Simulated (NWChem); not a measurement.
Species: hydrogen chloride (HCl); SMILES Cl

Computed with NWChem. Pople sets run with spherical d functions. Structure relaxed at the PBE-D3(BJ)/def2-SVP level. B3LYP is NWChem's, with the RPA form of VWN correlation. Vertical excitations in the gas phase; the lowest state need not have the same character in each row.

```tsv
level	lowest excitation, singlet (eV)	oscillator strength of that lowest state	lowest state with f > 0.02, singlet (eV)	oscillator strength of that bright state	lowest triplet (eV)	orbital gap (eV)
PBE/6-31+G*, TDA	7.23	0.029	7.23	0.029	6.62	6.93
B3LYP/6-31+G*, TDA	7.38	0.026	7.38	0.026	6.74	8.68
Hartree-Fock/6-31+G*, CIS	8.30	0.016	10.64	0.221	7.41	15.32
LDA (Slater exchange, VWN5)/6-31+G*, TDA	7.23	0.031	7.23	0.031	6.70	6.93
```
